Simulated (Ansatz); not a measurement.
# C2H7NO2: the cost of one run

Method: RKS revPBE/def2-SVP, in Ansatz 0.2.0.

**1. The structure to begin with**

Bond lengths: N1–C2 1.423 Å, C2–O3 1.422 Å, O3–C4 1.517 Å, C4–O5 1.411 Å, N1–H6 1.095 Å, N1–H7 0.992 Å, C2–H8 1.051 Å, C2–H9 1.099 Å, C4–H10 1.054 Å, C4–H11 1.101 Å, O5–H12 0.971 Å. Angles (14 of 17 angles, heavy atoms first): N1–C2–O3 111.6°, C2–O3–C4 109.8°, O3–C4–O5 104.2°, N1–C2–H8 111.2°, N1–C2–H9 106.3°, O3–C2–H8 105.6°, O3–C2–H9 113.8°, C2–N1–H6 105.3°, C2–N1–H7 111.9°, O3–C4–H10 108.9°, O3–C4–H11 106.4°, O5–C4–H10 112.2°, O5–C4–H11 111.9°, C4–O5–H12 104.5°.

Coordinates:

```xyz
12

N    -0.8085   -0.1514    1.5239
C    -0.5330   -0.9200    0.3589
O    -0.3425   -0.0917   -0.7815
C     1.0595    0.4872   -0.7668
O     1.1637    1.1755   -1.9944
H    -1.6433    0.5019    1.2478
H    -1.1709   -0.7111    2.2590
H    -1.3404   -1.5498    0.1201
H     0.3367   -1.5467    0.6011
H     1.7543   -0.3021   -0.6920
H     1.1030    1.1722    0.0939
H     0.4983    1.8809   -1.9358
```

**2. Relaxing end A**

The input, input.yaml:

```yaml
crystal:
  periodic: [false, false, false]
  atoms:
    - { symbol: "N", position_ang: [-0.8085, -0.1514, 1.5239] }
    - { symbol: C, position_ang: [-0.533, -0.92, 0.3589] }
    - { symbol: O, position_ang: [-0.3425, -0.0917, -0.7815] }
    - { symbol: C, position_ang: [1.0595, 0.4872, -0.7668] }
    - { symbol: O, position_ang: [1.1637, 1.1755, -1.9944] }
    - { symbol: H, position_ang: [-1.6433, 0.5019, 1.2478] }
    - { symbol: H, position_ang: [-1.1709, -0.7111, 2.259] }
    - { symbol: H, position_ang: [-1.3404, -1.5498, 0.1201] }
    - { symbol: H, position_ang: [0.3367, -1.5467, 0.6011] }
    - { symbol: H, position_ang: [1.7543, -0.3021, -0.692] }
    - { symbol: H, position_ang: [1.103, 1.1722, 0.0939] }
    - { symbol: H, position_ang: [0.4983, 1.8809, -1.9358] }
basis:
  gaussian: { orbitals: def2-SVP }
hamiltonian:
  xc: revpbe
relax:
  f_tol: 0.015
  max_steps: 40
output:
  orbitals: {}
```

On the command line:

```
> ansatz run input.yaml --threads 2 --pin off --max-ram 3072MiB --backend cpu --events-out ev --progress --plain --runs-dir out
```

**Question.** How long does this run take on 2 threads of Intel Xeon 6975P-C (Granite Rapids), shared host, and how much memory does it need?

About 32 s, with a peak of 0.15 GiB.
